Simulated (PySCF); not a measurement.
PySCF input (M06-2X/def2-TZVPD):

```python
from pyscf import gto, scf, dft

mol = gto.M(
    atom='''
    C    -0.62771000    0.13746760   -0.11720572
    C     0.57033210   -0.02366363    0.31751486
    H    -1.11372761   -0.16846940   -1.06751401
    H     1.45799498   -0.51435441   -0.13434084
    ''',
    basis='def2-tzvpd',
    charge=-1,
    spin=1,
    verbose=4,
)

mf = dft.UKS(mol, xc='m062x').density_fit(auxbasis='def2-universal-jkfit')
mf.grids.level = 4
mf.conv_tol = 1e-9
mf.max_cycle = 100
mf.max_memory = 1500
mf.kernel()
if not mf.converged:
    mf = mf.newton()
    mf.kernel(mf.make_rdm1())
for _ in range(2):
    mo, _, stable, _ = mf.stability(return_status=True)
    if stable:
        break
    mf.kernel(mf.make_rdm1(mo, mf.mo_occ))
mf.analyze()
```

Output:

```
PySCF version 2.14.0

[INPUT] verbose = 4
[INPUT] num. atoms = 4
[INPUT] num. electrons = 15
[INPUT] charge = -1
[INPUT] spin (= nelec alpha-beta = 2S) = 1
[INPUT] symmetry False subgroup None
[INPUT] Mole.unit = angstrom
[INPUT] Symbol           X                Y                Z      unit          X                Y                Z       unit  Magmom
[INPUT]  1 C     -0.627710000000   0.137467600000  -0.117205720000 AA   -1.186199985651   0.259776115001  -0.221486711032 Bohr   0.0
[INPUT]  2 C      0.570332100000  -0.023663630000   0.317514860000 AA    1.077771469048  -0.044717779813   0.600016125880 Bohr   0.0
[INPUT]  3 H     -1.113727610000  -0.168469400000  -1.067514010000 AA   -2.104640160266  -0.318361026370  -2.017309113036 Bohr   0.0
[INPUT]  4 H      1.457994980000  -0.514354410000  -0.134340840000 AA    2.755211203191  -0.971988965862  -0.253867394944 Bohr   0.0

nuclear repulsion = 23.6463626415427
number of shells = 36
number of NR pGTOs = 126
number of NR cGTOs = 92
basis = def2-tzvpd
ecp = {}

******** <class 'pyscf.df.df_jk.DFUKS'> ********
method = DFUKS
initial guess = minao
damping factor = 0
level_shift factor = 0
DIIS = <class 'pyscf.scf.diis.CDIIS'>
diis_start_cycle = 1
diis_space = 8
diis_damp = 0
SCF conv_tol = 1e-09
SCF conv_tol_grad = None
SCF max_cycles = 100
direct_scf = False
number electrons alpha = 8  beta = 7
XC library pyscf.dft.libxc version 7.1.2
    S. Lehtola, C. Steigemann, M. J. T. Oliveira, and M. A. L. Marques,  SoftwareX 7, 1–5 (2018)
XC functionals = m062x
    Y. Zhao and D. G. Truhlar,  Theor. Chem. Acc. 120, 215 (2008)
    Y. Zhao and D. G. Truhlar,  Theor. Chem. Acc. 120, 215 (2008)
radial grids:
    Treutler-Ahlrichs [JCP 102, 346 (1995); DOI:10.1063/1.469408] (M4) radial grids

becke partition: Becke, JCP 88, 2547 (1988); DOI:10.1063/1.454033
pruning grids: <function nwchem_prune>
grids dens level: 4
symmetrized grids: False
atomic radii adjust function: <function treutler_atomic_radii_adjust>
small_rho_cutoff = 0
Set gradient conv threshold to 3.16228e-05
tot grids = 88632
******** <class 'pyscf.df.df.DF'> ********
auxbasis = def2-universal-jkfit
init E= -77.2899976664632
  alpha nocc = 8  HOMO = -0.119900383857559  LUMO = -0.00897371412212067
  beta  nocc = 7  HOMO = -0.293255587887079  LUMO = -0.119900383857559

WARN: HOMO -0.119900383857559 >= LUMO -0.119900383857559

[...]
  beta  nocc = 7  HOMO = -0.048763172738898  LUMO = 0.186207847194738
  HOMO = 0.0440451432713  LUMO = 0.186207847195  gap/eV = 3.86844
Extra cycle  E= -77.2594800317116  delta_E= 8.32e-11  |g|= 1.81e-05  |ddm|= 0.000248
converged SCF energy = -77.2594800317116  <S^2> = 0.75738798  2S+1 = 2.0073744
uhf_internal: lowest eigs of H = [0.12795842 0.16631016 0.21332273]
<class 'pyscf.df.df_jk.DFUKS'> wavefunction is stable in the internal stability analysis
**** SCF Summaries ****
Total Energy =                         -77.259480031711561
Nuclear Repulsion Energy =              23.646362641542733
One-electron Energy =                 -153.476664600228531
Two-electron Energy =                   52.570821926974233
Two-electron Coulomb Energy =           64.192289762700881
DFT Exchange-Correlation Energy =      -11.621467835726644
HOMO-LUMO gap [eV] =                     3.868444214107504
**** MO energy ****
                             alpha | beta                alpha | beta
MO #1   energy= -10.2790305922135  | -10.2742511462564  occ= 1 | 1
MO #2   energy= -10.2775180346667  | -10.2726614609357  occ= 1 | 1
MO #3   energy= -0.577561072846642 | -0.563267536084535 occ= 1 | 1
MO #4   energy= -0.361689856247477 | -0.336282508134271 occ= 1 | 1
MO #5   energy= -0.267336961081675 | -0.248534993929372 occ= 1 | 1
MO #6   energy= -0.0954054558521655 | -0.0730886203795329 occ= 1 | 1
MO #7   energy= -0.084786401086953 | -0.048763172738898 occ= 1 | 1
MO #8   energy= 0.0440451432713047 | 0.186207847194738  occ= 1 | 0
MO #9   energy= 0.201638140090809  | 0.194390493784448  occ= 0 | 0
MO #10  energy= 0.20807059029265   | 0.207370678581995  occ= 0 | 0
MO #11  energy= 0.276963411752529  | 0.260429333665781  occ= 0 | 0
MO #12  energy= 0.288806870145321  | 0.277727640534945  occ= 0 | 0
MO #13  energy= 0.336978905102015  | 0.316081042917965  occ= 0 | 0
MO #14  energy= 0.344338506235852  | 0.327436429783489  occ= 0 | 0
MO #15  energy= 0.363933624407204  | 0.346665599473367  occ= 0 | 0
MO #16  energy= 0.398235892756084  | 0.378319169788759  occ= 0 | 0
MO #17  energy= 0.407384007109608  | 0.398669225576789  occ= 0 | 0
MO #18  energy= 0.417740360236955  | 0.406330195936789  occ= 0 | 0
MO #19  energy= 0.434104425031322  | 0.411785579087659  occ= 0 | 0
MO #20  energy= 0.435194560901129  | 0.419148018542435  occ= 0 | 0
MO #21  energy= 0.441756882332613  | 0.427355582427017  occ= 0 | 0
MO #22  energy= 0.464422568228084  | 0.444487168314345  occ= 0 | 0
MO #23  energy= 0.47517566361112   | 0.456207705710466  occ= 0 | 0
MO #24  energy= 0.48033349339328   | 0.463681446721692  occ= 0 | 0
MO #25  energy= 0.524220525138904  | 0.499060546250542  occ= 0 | 0
MO #26  energy= 0.53671817251185   | 0.51698347071099   occ= 0 | 0
MO #27  energy= 0.54388933855766   | 0.524367187787807  occ= 0 | 0
MO #28  energy= 0.596478076996046  | 0.583070149075086  occ= 0 | 0
MO #29  energy= 0.62909250003502   | 0.603251781128148  occ= 0 | 0
MO #30  energy= 0.632121598578113  | 0.61089493529184   occ= 0 | 0
MO #31  energy= 0.651827299967101  | 0.641952136989865  occ= 0 | 0
MO #32  energy= 0.687595122297932  | 0.68609592025614   occ= 0 | 0
MO #33  energy= 0.715917969692526  | 0.700487143325069  occ= 0 | 0
MO #34  energy= 0.776178716306871  | 0.772810920416196  occ= 0 | 0
MO #35  energy= 0.784159242385091  | 0.775845360035726  occ= 0 | 0
MO #36  energy= 0.801706054198492  | 0.78705324207689   occ= 0 | 0
MO #37  energy= 0.896094875913924  | 0.880746109970342  occ= 0 | 0
MO #38  energy= 0.914459175418563  | 0.909253350143452  occ= 0 | 0
MO #39  energy= 0.941862169468024  | 0.934077603866807  occ= 0 | 0
MO #40  energy= 1.04032089565652   | 1.04264301806664   occ= 0 | 0
MO #41  energy= 1.05563895382104   | 1.054569562797     occ= 0 | 0
MO #42  energy= 1.07813182609737   | 1.0834240946988    occ= 0 | 0
MO #43  energy= 1.14592619787732   | 1.15010475560183   occ= 0 | 0
MO #44  energy= 1.26310463013636   | 1.26734420882874   occ= 0 | 0
MO #45  energy= 1.27605699450985   | 1.27606750072829   occ= 0 | 0
MO #46  energy= 1.31907783309432   | 1.31893812843006   occ= 0 | 0
MO #47  energy= 1.33166343460214   | 1.33370141941719   occ= 0 | 0
MO #48  energy= 1.40493275958193   | 1.40895466490208   occ= 0 | 0
MO #49  energy= 1.54729089954135   | 1.54643770361726   occ= 0 | 0
MO #50  energy= 1.67988286481535   | 1.67568591395314   occ= 0 | 0
MO #51  energy= 1.75321154925108   | 1.76399597076489   occ= 0 | 0
MO #52  energy= 1.83893400399953   | 1.87267487363528   occ= 0 | 0
MO #53  energy= 1.93733144743333   | 1.9302013893926    occ= 0 | 0
MO #54  energy= 2.07360428219073   | 2.0643957026494    occ= 0 | 0
MO #55  energy= 2.09062160198577   | 2.10013897839262   occ= 0 | 0
MO #56  energy= 2.09380054174317   | 2.10132007021631   occ= 0 | 0
MO #57  energy= 2.10093054552529   | 2.10508255634511   occ= 0 | 0
MO #58  energy= 2.12413947911344   | 2.12464987294573   occ= 0 | 0
MO #59  energy= 2.27226587183198   | 2.27466334165041   occ= 0 | 0
MO #60  energy= 2.29566926106034   | 2.29866746203678   occ= 0 | 0
MO #61  energy= 2.37255880213576   | 2.38582845414301   occ= 0 | 0
MO #62  energy= 2.5109937516494    | 2.53631487375257   occ= 0 | 0
MO #63  energy= 2.59004203219526   | 2.60102136127257   occ= 0 | 0
MO #64  energy= 2.77127311893582   | 2.75879366666594   occ= 0 | 0
MO #65  energy= 2.80486810093786   | 2.82019382886228   occ= 0 | 0
MO #66  energy= 2.81428040232812   | 2.83286097126165   occ= 0 | 0
MO #67  energy= 2.83262552504749   | 2.8457390669139    occ= 0 | 0
MO #68  energy= 2.89035873881463   | 2.89463072868443   occ= 0 | 0
MO #69  energy= 3.02777011273001   | 3.01238589564214   occ= 0 | 0
MO #70  energy= 3.13315574646201   | 3.15543072397664   occ= 0 | 0
MO #71  energy= 3.13989799332914   | 3.15678026808537   occ= 0 | 0
MO #72  energy= 3.2031225415033    | 3.25098376166978   occ= 0 | 0
MO #73  energy= 3.28533756416532   | 3.30460041222026   occ= 0 | 0
MO #74  energy= 3.34629102941107   | 3.37398104158733   occ= 0 | 0
MO #75  energy= 3.35603013490112   | 3.37667684883399   occ= 0 | 0
MO #76  energy= 3.40437659326165   | 3.41923234384139   occ= 0 | 0
MO #77  energy= 3.407316805884     | 3.4456069360061    occ= 0 | 0
MO #78  energy= 3.43523895027617   | 3.48457895813045   occ= 0 | 0
MO #79  energy= 3.44065838729224   | 3.50079751315997   occ= 0 | 0
MO #80  energy= 3.74892653204727   | 3.77480881197688   occ= 0 | 0
MO #81  energy= 3.76206968295477   | 3.80098661474446   occ= 0 | 0
MO #82  energy= 3.77624801180737   | 3.80954522262513   occ= 0 | 0
MO #83  energy= 3.87283240655899   | 3.91534603284799   occ= 0 | 0
MO #84  energy= 3.99752219283754   | 4.01703092783594   occ= 0 | 0
MO #85  energy= 4.5311890556586    | 4.57101672360968   occ= 0 | 0
MO #86  energy= 4.65386381289652   | 4.67171106649949   occ= 0 | 0
MO #87  energy= 4.67639796895153   | 4.69057136905227   occ= 0 | 0
MO #88  energy= 4.70006857562393   | 4.71446267779368   occ= 0 | 0
MO #89  energy= 4.86585216445268   | 4.89772662733451   occ= 0 | 0
MO #90  energy= 5.03712921916695   | 5.06509462636917   occ= 0 | 0
MO #91  energy= 22.3477625645209   | 22.3536653386715   occ= 0 | 0
MO #92  energy= 22.9590153385493   | 22.9659366316959   occ= 0 | 0

To work with the spin densities directly, `use mulliken_meta_spin()` only printing them here.

 ** Mulliken spin pop alpha/beta on meta-lowdin orthogonal AOs **
 ** Mulliken Spin Density (per AO)  **
spin_pop of  0 C 1s        0.00000
spin_pop of  0 C 2s        0.08894
spin_pop of  0 C 3s        0.00113
spin_pop of  0 C 4s       -0.00073
spin_pop of  0 C 5s       -0.00074
spin_pop of  0 C 6s       -0.00040
spin_pop of  0 C 2px       0.13105
[...]
```
